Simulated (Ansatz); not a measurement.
A made-up structure of AlSiNH₅ (charge +1), closed shell:

N1  (-1.208, 0.861, -0.819)
Al2  (0.312, 1.014, 0.023)
Si3  (0.899, -1.355, 0.721)
H4  (-1.724, 0.009, -0.981)
H5  (-1.708, 1.638, -1.229)
H6  (1.274, 2.183, 0.391)
H7  (2.104, -1.810, 1.460)
H8  (-0.222, 1.254, 1.426)
(Å)

It is relaxed with PBE-D4/def2-SVP and then PBE0-D4/def2-TZVP (Ansatz 0.2.0). Atoms count as bonded within 1.22 times the sum of their covalent radii (H–H: 0.88 Å). The end point is not checked to be a true minimum.

(1) Does its bonding change? (A judgement: the text doesn't fix the answer.)

Answers

(1) The calculation gives: Yes. Formed: Al2–H7, Si3–H6, Si3–H8; broken: none.

Where it ends: The first stage lowers the energy by 4.37 eV in 25 steps. It ends as AlSiNH₅ ([NH2][Al]123[H][Si]1([H]2)[H]3), total charge +1:
```json
{"atom": "N1", "x (Å)": "-1.4141", "y (Å)": "1.1917", "z (Å)": "-0.6000"}
{"atom": "Al2", "x (Å)": "-0.0308", "y (Å)": "0.4753", "z (Å)": "0.1314"}
{"atom": "Si3", "x (Å)": "1.8688", "y (Å)": "-0.5205", "z (Å)": "1.1071"}
{"atom": "H4", "x (Å)": "-2.3369", "y (Å)": "0.7812", "z (Å)": "-0.6143"}
{"atom": "H5", "x (Å)": "-1.4235", "y (Å)": "2.0909", "z (Å)": "-1.0600"}
{"atom": "H6", "x (Å)": "1.7407", "y (Å)": "0.4847", "z (Å)": "-0.1753"}
{"atom": "H7", "x (Å)": "0.7840", "y (Å)": "0.4917", "z (Å)": "1.7595"}
{"atom": "H8", "x (Å)": "0.5388", "y (Å)": "-1.2004", "z (Å)": "0.4420"}
```

Labels in which every atom is bracketed show which atoms are joined, not bond orders.

For scale, one of the runs: PBE0-D4/def2-TZVP relaxation, 135 basis functions, launched by `ansatz run in.yaml --threads 2 --pin off --events-out ev --progress --plain --max-ram 4352MiB`. Hardware: 2 CPU threads of an Arm Neoverse V1, shared host. Wall time about 16 s.
